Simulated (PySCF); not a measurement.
Point groups of optimised structures. Level of theory: PySCF, PBE0-D3(BJ)/def2-SVP geometry optimisation, gas phase. The symmetry is that of the one conformer found, every atom within 0.08 Å of its image; none is proved a minimum here.

(1) Point group, rotor type and polarity of `N#P`?

(2) What symmetry has `FC(F)=C=S`?

(3) `[CH:1]#[C:2][CH2:3][SH:4]` with C2–C3–S4–H -179° (2-propyne-1-thiol): symmetry, top, dipole?

(4) Point group, rotor type and polarity of pentafluoropyridine (`c1(c(c(F)nc(c1F)F)F)F`)?

Answers

(1) C∞v; linear; symmetry number 1; dipole 2.54 D, along the axis.

(2) C2v; near-prolate asymmetric top; symmetry number 2; 4 operations, which sort the 5 atoms into 4 sets; dipole 0.55 D, along a, the twofold axis; A, B, C = 11160, 2125, 1785 MHz.

(3) Cs; near-prolate asymmetric top; symmetry number 1; 2 operations, which sort the 8 atoms into 7 sets; dipole 1.57 D, in the ab plane, which is the mirror; heavy atoms equivalent by symmetry: none.

(4) C2v; asymmetric top; symmetry number 2; 4 operations, which sort the 11 atoms into 7 sets; dipole 1.09 D, along b, the twofold axis; A, B, C = 1487, 1078, 625.0 MHz.
